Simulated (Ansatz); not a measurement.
`CC1(C)CC1`, charge 0, multiplicity 1.

**Question.** Give a relaxed structure at PBE0-D4/def2-TZVP (Ansatz). (An estimate is asked.)

**Answer.** The calculation gave: 
Z-matrix (Å, degrees):
```
C
C 1 1.505
H 1 1.094 2 111.0
H 1 1.093 2 111.3 3 120.1
H 1 1.094 2 111.0 3 -119.8
C 2 1.505 1 114.7 3 59.9
C 2 1.499 1 117.8 3 -85.5
C 2 1.499 1 117.8 3 -154.7
H 6 1.093 2 111.3 1 -180.0
H 6 1.094 2 111.0 1 -59.9
H 6 1.094 2 111.0 1 59.9
H 7 1.084 2 118.1 1 -0.2
H 7 1.084 2 118.1 1 144.5
H 8 1.084 2 118.1 1 -144.5
H 8 1.084 2 118.1 1 0.2
```
Point group C2v.
This is one stationary point; other conformers may exist.
